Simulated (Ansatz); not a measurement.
Dissociation curve of CH, doublet.

Computed with: UKS-BLYP = unrestricted BLYP/aug-cc-pVTZ in Ansatz (a program for electronic structure); UHF/aug-cc-pVTZ (Ansatz); UCCSD(T) = CCSD(T) on UHF/aug-cc-pVTZ, frozen core run with Ansatz.

Total energies in hartree (comparable only within one method and basis):

| R / Å | UKS-BLYP | UHF | UCCSD(T) |
|---|---|---|---|
| 0.77 | -38.34168 | -38.15385 | -38.27388 |
| 0.84 | -38.40464 | -38.21656 | -38.33760 |
| 0.88 | -38.42911 | -38.24058 | -38.36229 |
| 0.93 | -38.45101 | -38.26164 | -38.38427 |
| 0.97 | -38.46307 | -38.27283 | -38.39627 |
| 1.03 | -38.47431 | -38.28248 | -38.40723 |
| 1.05 | -38.47659 | -38.28416 | -38.40938 |
| 1.08 | -38.47891 | -38.28553 | -38.41147 |
| 1.11 | -38.48008 | -38.28570 | -38.41239 |
| 1.15 | -38.48017 | -38.28438 | -38.41211 |
| 1.20 | -38.47843 | -38.28076 | -38.40987 |
| 1.28 | -38.47257 | -38.27173 | -38.40318 |
| 1.35 | -38.46544 | -38.26172 | -38.39533 |
| 1.44 | -38.45472 | -38.24735 | -38.38382 |
| 1.56 | -38.43930 | -38.22806 | -38.36766 |
| 1.71 | -38.42002 | -38.21061 | -38.34791 |
| 1.89 | -38.39860 | -38.20031 | -38.32698 |
| 2.10 | -38.37812 | -38.19508 | -38.30778 |
| 2.38 | -38.36106 | -38.19261 | -38.29209 |
| 2.70 | -38.35152 | -38.19186 | -38.28513 |
| 3.09 | -38.34677 | -38.19168 | -38.28278 |
| 3.67 | -38.34463 | -38.19165 | -38.28196 |

The unrestricted determinant behind UKS-BLYP is spin-contaminated at 0.77, 2.10 to 3.67 Å (<S²> up to 1.7, against 0.75 for a pure doublet). The unrestricted determinant behind UHF, UCCSD(T) is spin-contaminated at 0.77 to 3.67 Å (<S²> up to 1.8, against 0.75 for a pure doublet).
